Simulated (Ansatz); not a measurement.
**Scan of [GeH3···H···Br], doublet**

Starting geometry:

```yaml
atoms:
  - { symbol: Ge, position_ang: [-2.0040, 0.0000, 0.0000] }
  - { symbol: H, position_ang: [-2.5155, 1.4466, 0.0000] }
  - { symbol: H, position_ang: [-2.5155, -0.7233, 1.2528] }
  - { symbol: H, position_ang: [-2.5155, -0.7233, -1.2528] }
  - { symbol: H, position_ang: [-0.4697, 0.0000, 0.0000] }
  - { symbol: Br, position_ang: [1.9230, 0.0000, 0.0000] }
```

From there atom H5 is moved from one fragment to the other while all else, the fragments' distance too, stays fixed, so the hump isn't the reaction's barrier; atoms are numbered as listed. Energies are in kJ/mol, counted from the starting geometry at the same level. Kohn–Sham curves are unrestricted where that lies lower.

Basis cc-pVDZ; Ansatz 0.2.0. Only valence electrons are correlated (noble-gas cores and the filled d shells of p-block atoms frozen). R marks a restricted (for open shells ROHF) determinant, U an unrestricted one. No spin–orbit coupling is included, and no scalar relativity.

For open shells CISD is restricted-active-space CI with the open shells as a complete middle space.

Full CI isn't at hand for all of this; UCCSDT(Q) serves as the reference, and is uncertain by the last step of the cluster series or more. The frozen core follows each run's orbitals, which can shift R against U totals by a few meV for light atoms and by up to 0.1 eV past Ca.

```tsv
distance Ge1-H5 (Å)	UCCSDT(Q)	curve A	curve B	curve C	curve D
1.534	0.0	0.0	0.0	0.0	0.0
1.658	7.6	7.6	8.4	8.1	10.2
1.904	45.7	46.0	49.7	46.4	58.0
2.151	46.7	47.2	52.6	52.0	61.8
2.397	4.0	4.2	7.4	15.2	11.3
```

(1) The curves come from CISD, RCCSD, RPA-PBE, UCCSDT. Compare each with UCCSDT(Q) and say which is which.

In so small a basis both RPA and the reference are far from their limits and near them at different rates, so the difference would change in a larger set.

Answers

(1) A: UCCSDT, B: RCCSD, C: RPA-PBE, D: CISD. Spread of the error against UCCSDT(Q), over the points where both stand: A 0.5, B 5.9, C 11.2, D 15.1 kJ/mol.
